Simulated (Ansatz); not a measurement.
# SiH2O+ (doublet): from Hartree-Fock to the top rungs, cc-pVDZ

One table from this session's results is given with a row withheld; the runs are named, their logs left out.

The runs use Ansatz 0.2.0, Gaussian basis; cc-pVDZ, core rule «outside noble gas», up to 6 orbitals frozen.

To be run: UHF; CCSD(T) on ROHF; CCSD(T) on UHF; BCCD(T) on ROHF; CISD; CCSDT(Q) on ROHF; CCSDT(Q) on UHF; CASSCF and MRCISD+Q, 11 electrons in 10 orbitals; CASSCF and NEVPT2, 11 electrons in 10 orbitals.

23 further runs of the same task are left out: 8 for a known fault of the program, 7 that didn't finish, 8 set aside as unsound or not needed.

## The geometry

The geometry is a PBE0/def2-TZVP stationary point (not a proven minimum) of the parent state, kept for this charge and spin.

4 atoms, charge 1, spin multiplicity 2.

Atoms are counted from 1 here; the program's logs count them from 0.

Bond lengths: Si1–O2 1.516 Å, Si1–H3 1.486 Å, Si1–H4 1.486 Å. Angles: O2–Si1–H3 124.0°, O2–Si1–H4 124.0°, H3–Si1–H4 111.9°.

Set-up of the first run:

in.yaml

```yaml
crystal:
  periodic: [false, false, false]
  atoms:
    - {symbol: Si, position_ang: [0.000000, 0.000000, 0.489694]}
    - {symbol: O, position_ang: [0.000000, 0.000000, -1.026105]}
    - {symbol: H, position_ang: [0.000000, 1.230909, 1.321383]}
    - {symbol: H, position_ang: [0.000000, -1.230909, 1.321383]}
basis:
  gaussian: {orbitals: cc-pVDZ}
total_charge: 1
magnetization: {spin_polarized: true, initial_magnetization: 1}
hamiltonian: {xc: hf}
output: {orbitals: {seedname: orbitals}}
```

On the command line:

```
> ansatz run in.yaml --threads 1 --pin off --events-out ev --progress --plain --max-ram 2393MiB
```

Steps of the session up to this table: UHF; CCSD(T) on ROHF; CCSD(T) on UHF; BCCD(T) on ROHF; CISD; CCSDT(Q) on ROHF; CCSDT(Q) on UHF; CASSCF and MRCISD+Q, 11 electrons in 10 orbitals; CASSCF and NEVPT2, 11 electrons in 10 orbitals.

One of the session's tables, all rows but one given; the rest of the session is left out.

```
          method  from UCCSDT(Q) (kcal/mol)
            ROHF                    +164.58
             UHF                    +161.86
            RMP2                     +25.31
            UMP2                     +25.03
            CISD                     +16.42
           RCCSD                          ?
           UCCSD                      +4.98
        RCCSD(T)                      +1.27
        UCCSD(T)                      +1.25
         BCCD(T)                      +1.19
          RCCSDT                      +0.42
          UCCSDT                      +0.40
       RCCSDT(Q)                      +0.06
       UCCSDT(Q)                          0
  CASSCF valence                    +104.42
  NEVPT2 valence                     +22.40
  MRCISD valence                      +5.89
MRCISD+Q valence                      +0.81
```

Q: Estimate the row for RCCSD from the others.

**Answer.** from UCCSDT(Q) (kcal/mol): +5.05. In the column «from UCCSDT(Q) (kcal/mol)» it lies between UCCSD (+4.98) and MRCISD valence (+5.89).

Among the levels timed on like hardware and quicker than the yardstick, those that no quicker one beats, quickest first: UCCSD(T) (3.7 s, +1.25 kcal/mol); BCCD(T) (4.2 s, +1.19 kcal/mol); MRCISD+Q valence (14 s, +0.81 kcal/mol).

To keep in mind: Of the multireference levels listed MRCISD+Q valence comes nearest in total energy (+0.81 kcal/mol), which doesn't show that its space is the better one. Restricted and unrestricted rows rest on different reference determinants; where their highest levels disagree by more than a few hundredths of an eV, they describe different states and don't form one ladder.
